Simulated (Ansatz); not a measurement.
Molecule: PH$_{2}$ (charge +1, singlet). 
Coordinates optimised at B3LYP-D3(BJ)/def2-TZVP (Ansatz, an electronic-structure program):
```
P
H 1 1.4276
H 1 1.4276 2 91.90
```
Charge +1, spin multiplicity 1.

Problem. Give the harmonic wavenumbers at B3LYP-D3(BJ)/def2-TZVP (Ansatz, finite differences of forces, unscaled).

Solution. 1135, 2372, 2382 cm⁻¹. Zero-point energy 8.4 kcal/mol.

Problem. From these and the geometry, give the ideal-gas thermochemistry at 298.15 K and 1 atm (rigid rotor, harmonic oscillator).

Solution. Point group C2v, rotational symmetry number 2. Rotational constants 271, 238.1, 126.7 GHz. S(trans) 36.41, S(rot) 12.96, S(vib) 0.05, S(elec, spin only) 0.00, S 49.4 cal/(mol K). H(298) - H(0) 2.38 kcal/mol; G - E(el) -3.9 kcal/mol.
